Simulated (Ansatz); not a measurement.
**[Cl···H···Br], doublet along the distance Cl1-H2**

Starting geometry:

```xyz
3

Cl    0.0000    0.0000   -1.6166
H     0.0000    0.0000   -0.3378
Br    0.0000    0.0000    1.9544
```

From there H2 is moved from one fragment to the other while all else, the fragments' distance too, stays fixed, so the hump isn't the reaction's barrier; atoms are numbered as listed. Energies are in kcal/mol, counted from the starting geometry at the same level.

Basis cc-pVTZ; Ansatz 0.2.0. Correlated methods freeze the noble-gas cores and the filled d shells of p-block atoms. Prefix R: restricted or restricted open-shell reference; prefix U: unrestricted. Active spaces: valence = (15e, 9o) chosen from the atoms' valence shells. No spin–orbit coupling is included, and no scalar relativity.

Unrestricted rows (U) aren't spin-pure: their determinants' ⟨S²⟩ exceeds S(S+1) by up to 0.13, so they mix in states of higher spin. Coupled cluster chose its determinant by trial CCSD, here up to 0.09 eV above the lowest Hartree–Fock solution of its kind. Runs in a small pair space aren't shown, since their orbitals change along the scan. A value is left out where its run failed or describes another state than the reference as far as symmetry and spin tell, or, spin-broken singlets apart, can't be checked. The reference follows the lowest state, whose symmetry changes from Π to Σ⁺ or Δ between 1.605 and 1.823, from Σ⁺ or Δ to Π between 1.823 and 2.041.

Full CI isn't at hand for all of this; UCCSDT(Q) serves as the reference, and is uncertain by about the last step of the cluster series. The frozen core follows each run's orbitals, which can shift R against U totals by a few meV for light atoms and by up to 0.1 eV past Ca.

```csv
distance Cl1-H2 (Å),UCCSDT(Q),error UHF,error UCCSD,error UCCSD(T),error BCCD(T),error RCCSDT,error MRCISD (valence space)
1.279,0.0,0.0,0.0,0.0,0.0,0.0,0.0
1.388,3.6,1.5,0.3,0.0,0.0,0.0,0.3
1.605,21.6,4.9,1.2,0.2,0.2,0.1,1.1
1.823,27.5,5.8,1.8,0.5,0.3,0.1,–
2.041,17.2,0.0,0.3,0.1,0.0,0.0,0.1
```

Errors are those of relative energies. In total energy the starting point itself misses UCCSDT(Q) by: UHF 247.2, UCCSD 9.0, UCCSD(T) 0.9, BCCD(T) 1.0, RCCSDT 0.4, MRCISD (valence space) 30.3 kcal/mol.

Spread of the error over the points with a reference, to 2.041 Å (largest less smallest): RCCSDT 0.2, BCCD(T) 0.3, UCCSD(T) 0.5, MRCISD (valence space) 1.1 (4 of 5 points), UCCSD 1.8, UHF 5.8 kcal/mol.
